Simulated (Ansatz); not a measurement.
Frontier orbitals of C4H9F, SMILES `CCC(C)F`.

Charge 0, multiplicity 1. The structure was optimised at the PBE0-D4/def2-TZVP level. It is one conformer, not always the lowest. Basis def2-TZVPP, Ansatz 0.2.0.

| functional | HOMO (eV) | LUMO (eV) | gap (eV) |
| --- | --- | --- | --- |
| PBE | -7.40 | 0.47 | 7.87 |
| r2SCAN | -7.74 | 1.27 | 9.01 |
| PBE0 | -8.98 | 1.28 | 10.26 |
| CAM-B3LYP | -10.47 | 2.02 | 12.49 |
| ωB97M-V | -11.36 | 2.69 | 14.05 |

Against PBE, PBE0 changes HOMO and LUMO by −1.58 and +0.80 eV, ωB97M-V by −3.96 and +2.22 eV. A gap of 7.87 eV thus becomes 14.05 eV for the same molecule, so an orbital gap means little without its functional. A positive LUMO is unbound and depends on the basis.
